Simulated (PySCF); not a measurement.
CH2PH, CH3P.
Numbering: `[CH2:1]=[PH:2]` (hydrogens: H3, H4 on C1; H5 on P2)

Structure used (PBE0-D3(BJ)/def2-SVP), in Å, numbered top down from 1:
```xyz
5
CH3P angstrom
C     -0.3840    0.0567   -0.2334
P      1.0390   -0.7580    0.0614
H     -0.4652    1.0463   -0.6946
H     -1.3342   -0.4131    0.0457
H      1.9378    0.2334   -0.4601
```

The calculation used core-valence-separated Tamm–Dancoff BHandHLYP/aug-pcX-1 (pcseg-1 on H, def2-SVPD on P) in PySCF, non-relativistic, gas phase, PBE0-D3(BJ)/def2-SVP geometry. Absolute energies from this functional tend to lie a few eV below measured edges; no shift was applied.

**Question.** What does the C 1s absorption edge look like?

**Answer.** 
| E (eV) | f | core hole on | main final orbital | polarisation |
| --- | --- | --- | --- | --- |
| 281.53 | 0.0639 | C1 | LUMO (92 %) | out of plane |
| 286.22 | 0.0035 | C1 | LUMO+1 (88 %) | in plane |
| 286.79 | 0.0264 | C1 | LUMO+2 (47 %) | in plane |
| 287.53 | 0.0134 | C1 | LUMO+3 (60 %) | in plane |
| 288.03 | 0.0065 | C1 | LUMO+4 (95 %) | out of plane |
| 288.12 | 0.0279 | C1 | LUMO+5 (38 %) | in plane |
| 288.46 | 0.0040 | C1 | LUMO+6 (47 %) | in plane |

The first line with a tenth or more of the strongest one's intensity is at 281.53 eV (f = 0.064), with the hole on C1 (carbon bonded to P and 2 H), polarised out of plane: a 1s→π* resonance. It is also the strongest listed.

Roots within 0.03 eV whose holes lie on the same, on equivalent or on shared atoms are summed into one line, and the highest roots are left out, as the search may have cut off their partners. Final orbitals are the ground state's empty Kohn–Sham orbitals.

**Question.** What length of transition dipole belongs to the line at 288.12 eV?

**Answer.** From f = (2/3) ΔE |μ|² in atomic units, with ΔE = 10.588 Eh and f = 0.0279: |μ| = 0.063 au = 0.16 D.

The ionisation thresholds weren't computed; near and above them a finite basis only mimics Rydberg series and continuum.

The run took 0.75 s wall on one thread, Arm Neoverse V2 (aarch64), shared host with 96 logical CPUs at a one-minute load of 51, and the process peaked at 0.32 GiB of memory.
